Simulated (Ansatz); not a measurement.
System: trigonal Te. Method: PBE-D4 (plane waves, PAW; Ansatz, an electronic-structure program).

Numerical settings: plane-wave cutoff 520 eV, 12×12×6 k mesh (along the axes of the cell as run), Fermi–Dirac smearing 0.01 eV, scalar-relativistic PAW data made under PBE.

Shape and atoms are relaxed at each volume.

Pressure at four volumes; x = ln(V/32.019 Å³). One pressure is withheld.

```csv
V (Å³/atom),x,P (GPa)
30.739,-0.0408,?
31.379,-0.0202,0.732
32.019,0.0000,-0.005
33.300,0.0392,-1.153
```

Q: Pass a parabola P(x) through the three rows shown, estimate the bulk modulus and its pressure derivative near zero pressure, and predict the withheld pressure.

A: Slopes between the rows: (-0.005 − (0.732))/(0.0000 − (-0.0202)) = -36.49 and (-1.153 − (-0.005))/(0.0392 − (0.0000)) = -29.29 GPa. Their difference over the span 0.0594 is c = 7.20/0.0594 = 121.2 GPa, so P(x) = 0.732 + (-36.49)(x − (-0.0202)) + 121.2 (x − (-0.0202))(x − (0.0000)). At the middle row B = −dP/dx = −[-36.49 + 121.2 × 0.0202] = 34.0 GPa, and B′ = dB/dP = 2c/B = 7.1. At x = -0.0408 the parabola gives 1.586 GPa; the run gives 1.598 GPa. The Birch–Murnaghan fit to the energies at all volumes has B0 = 33.9 GPa and B′ = 7.3.

Measured, for comparison: bulk modulus 19 GPa (temperature not stated, no zero-point or thermal correction; as tabulated in Yi et al. (2018), arXiv:1712.00894). Computed (rounded) less measured: bulk modulus +78 % (against room or unstated temperature, where such soft solids are markedly softer).

Note: the bulk modulus comes from volumes at which shape and atoms were relaxed.

Spin–orbit coupling is not included.
